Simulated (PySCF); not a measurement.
## Single point on SiCl

State: ²Π (doublet), unpaired electrons π ↑.

An equivalent input (the run itself took its basis sets from the Basis Set Exchange, started from a PBE0 density and held the occupation σ 9α 9β, πx 4α 3β, πy 3α 3β):

```python
from pyscf import gto, scf, cc
mol = gto.M(atom='Si 0 0 0; Cl 0 0 2.108', basis={'Si': 'def2-SVPD', 'Cl': 'def2-SVPD'},
            charge=0, spin=1, verbose=4, symmetry='C2v')
mf = scf.UHF(mol)
mf.irrep_nelec = {'A1': (9, 9), 'B1': (4, 3), 'B2': (3, 3)}
mf.conv_tol = 1e-9
mf.max_cycle = 60
mf.diis_space = 10
mf.kernel()
mycc = cc.CCSD(mf, frozen=[[0, 1, 2, 3, 4, 5, 6, 7, 8, 9], [0, 1, 2, 3, 4, 5, 6, 7, 8, 9]])
mycc.run(conv_tol=1e-7, conv_tol_normt=1e-5, max_cycle=80, diis_space=8)
et = mycc.ccsd_t()
```

The SCF ended at -748.18999482 hartree. The coupled-cluster part of the log:

```
******** <class 'pyscf.cc.uccsd.UCCSD'> ********
CC2 = 0
CCSD nocc = (6, 5), nmo = (41, 41)
frozen orbitals [[0, 1, 2, 3, 4, 5, 6, 7, 8, 9], [0, 1, 2, 3, 4, 5, 6, 7, 8, 9]]
max_cycle = 80
direct = 0
conv_tol = 1e-07
conv_tol_normt = 1e-05
diis_space = 8
diis_start_cycle = 0
diis_start_energy_diff = 1e+09
Init t2, MP2 energy = -0.20561261434455
Init E_corr(UCCSD) = -0.205612614345422
cycle = 1  E_corr(UCCSD) = -0.223463359530656  dE = -0.0178507452  norm(t1,t2) = 0.07467
cycle = 2  E_corr(UCCSD) = -0.229755828598204  dE = -0.00629246907  norm(t1,t2) = 0.0295294
cycle = 3  E_corr(UCCSD) = -0.232383253283525  dE = -0.00262742469  norm(t1,t2) = 0.0164797
cycle = 4  E_corr(UCCSD) = -0.23346444334428  dE = -0.00108119006  norm(t1,t2) = 0.00604676
cycle = 5  E_corr(UCCSD) = -0.233305017008897  dE = 0.000159426335  norm(t1,t2) = 0.0020777
cycle = 6  E_corr(UCCSD) = -0.233317144813532  dE = -1.21278046e-05  norm(t1,t2) = 0.000539325
cycle = 7  E_corr(UCCSD) = -0.233326944279773  dE = -9.79946624e-06  norm(t1,t2) = 0.000239084
cycle = 8  E_corr(UCCSD) = -0.233323449004658  dE = 3.49527511e-06  norm(t1,t2) = 7.9887e-05
cycle = 9  E_corr(UCCSD) = -0.233323499254987  dE = -5.02503291e-08  norm(t1,t2) = 2.64425e-05
cycle = 10  E_corr(UCCSD) = -0.233323756248507  dE = -2.5699352e-07  norm(t1,t2) = 1.04057e-05
cycle = 11  E_corr(UCCSD) = -0.233323923349089  dE = -1.67100583e-07  norm(t1,t2) = 4.66291e-06
cycle = 12  E_corr(UCCSD) = -0.233323859721736  dE = 6.3627353e-08  norm(t1,t2) = 1.37594e-06
UCCSD converged
E(UCCSD) = -748.4233186799944  E_corr = -0.2333238597217364
UCCSD(T) correction = -0.00750498533235252
```

T1 diagnostic 0.018, D1 0.041, 11 electrons correlated.

Repeating this along the bond gives Re = 2.118 Å and ωe = 506 cm⁻¹.

A point of this curve took 3 CPU seconds beside 0.052 for the integrals, on Arm Neoverse V2 (shared host).

Correlated steps freeze 10 core orbitals. The state was picked by a PBE0 search and need not be the measured ground state.
